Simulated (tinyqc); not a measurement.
Worked calculation: MP2 on RHF in the sto-6g basis, for H3O+, spin multiplicity 1. One step of it, computed by the program tinyqc.

Task: Orthogonalisation. S = U s U^T; symmetric (Loewdin) form X = U s^(-1/2) U^T, so that X^T S X = 1.

overlap S:
```
           1O 1s     1O 2s     1O 2px     1O 2py     1O 2pz      2H 1s      3H 1s      4H 1s
1O 1s   1.000000  0.231145   0.000000   0.000000   0.000000   0.052348   0.052371   0.052371
1O 2s   0.231145  1.000000   0.000000   0.000000   0.000000   0.460606   0.460729   0.460729
1O 2px  0.000000  0.000000   1.000000   0.000000   0.000000   0.356114  -0.177927  -0.177927
1O 2py  0.000000  0.000000   0.000000   1.000000   0.000000   0.000000   0.308538  -0.308538
1O 2pz  0.000000  0.000000   0.000000   0.000000   1.000000  -0.143462  -0.143515  -0.143515
2H 1s   0.052348  0.460606   0.356114   0.000000  -0.143462   1.000000   0.229533   0.229533
3H 1s   0.052371  0.460729  -0.177927   0.308538  -0.143515   0.229533   1.000000   0.229362
4H 1s   0.052371  0.460729  -0.177927  -0.308538  -0.143515   0.229533   0.229362   1.000000
```

Give: eigenvalues of S; X.

Result:

eigenvalues of S: 0.340  0.434  0.434  0.926  1.059  1.336  1.336  2.134

X:
```
         1O 1s   1O 2s  1O 2px  1O 2py  1O 2pz   2H 1s   3H 1s   4H 1s
1O 1s    1.024  -0.145   0.000   0.000   0.008   0.018   0.018   0.018
1O 2s   -0.145   1.310   0.000   0.000  -0.088  -0.263  -0.263  -0.263
1O 2px   0.000   0.000   1.108   0.000   0.000  -0.258   0.129   0.129
1O 2py   0.000   0.000   0.000   1.108   0.000   0.000  -0.223   0.223
1O 2pz   0.008  -0.088   0.000   0.000   1.027   0.081   0.081   0.081
2H 1s    0.018  -0.263  -0.258   0.000   0.081   1.200  -0.075  -0.075
3H 1s    0.018  -0.263   0.129  -0.223   0.081  -0.075   1.200  -0.075
4H 1s    0.018  -0.263   0.129   0.223   0.081  -0.075  -0.075   1.200
```
